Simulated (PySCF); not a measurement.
Where the electron goes

H4OSi.
Geometry (GFN2-xTB, Å), atoms numbered from 1 in this order:
```xyz
6
H4OSi angstrom
O      1.1086   -0.1770    0.4821
Si    -0.4240    0.0496   -0.0086
H      1.8408   -0.1964   -0.1272
H     -0.8264   -1.0169   -0.9280
H     -0.5536    1.3372   -0.6938
H     -1.1423    0.0054    1.2540
```

Level of theory: TDDFT CAM-B3LYP/def2-SVPD, vertical, gas phase, core orbitals frozen in the response (PySCF 2.14.0, density-fitted response routines).

Kohn–Sham orbitals with the atoms that hold most of them (Löwdin shares over 4%, at most four atoms; ? is withheld):

| orbital | ε (eV) | atoms |
| --- | --- | --- |
| LUMO+2 | 2.37 | Si2 38%, O1 26%, H3 12%, H4 10% |
| LUMO+1 | 1.50 | Si2 62%, H5 12%, H4 12%, H6 10% |
| LUMO | 0.71 | ? |
| HOMO | ? | O1 41%, Si2 25%, H4 16%, H5 15% |
| HOMO-1 | -10.76 | ? |
| HOMO-2 | -12.46 | O1 48%, Si2 25%, H4 11%, H5 11% |
| HOMO-3 | -12.47 | O1 54%, Si2 23%, H6 16%, H3 4% |

Problem. Give the leading atoms of the HOMO-1.

Solution. Si2 (bonded to O and 3 H) 30%; O1 (bonded to Si and H) 29%; H6 (bonded to Si) 22%; H5 (bonded to Si) 9%. By element: hydrogen 31% or more, silicon 30%, oxygen 29%.

Problem. Which atoms hold the LUMO, and with what shares?

Solution. Si2 (bonded to O and 3 H) 33%; O1 (bonded to Si and H) 30%; H3 (bonded to O) 14%; H5 (bonded to Si) 8%. By element: silicon 33%, oxygen 30%, hydrogen 22% or more.

Problem. What is the HOMO energy, and the HOMO–LUMO gap?

Solution. ε(HOMO) = -10.18 eV; the gap is 10.89 eV (0.4002 hartree).

Problem. The HOMO–LUMO gap is 10.89 eV. Where does the response calculation put the lowest singlet, and from which orbitals?

Solution. S1 is at 7.17 eV (f = 0.0011), 3.72 eV below the gap, made of HOMO→LUMO (95%). Without the coupling terms of the response equations the lowest excitation would equal the gap.

Problem. One configuration dominates each of S1, S2, S3 and S6. Which, and how do the shares of the two leading atoms of either orbital change from the occupied to the empty one?

Solution. 
- S1 (7.17 eV, f 0.0011), HOMO→LUMO (95%): O1 41% → 30%, Si2 25% → 33%
- S2 (7.88 eV, f 0.0097), HOMO-1→LUMO (92%): Si2 30% → 33%, O1 29% → 30%
- S3 (8.59 eV, f 0.025), HOMO→LUMO+1 (84%): O1 41% → at most 5%, Si2 25% → 62%, H5 15% → 12%
- S6 (9.15 eV, f 0.033), HOMO-1→LUMO+1 (80%): Si2 30% → 62%, O1 29% → at most 5%, H5 9% → 12%

Hardware: one thread of an Arm Neoverse V1, shared host. Cost: 2.6 s wall.
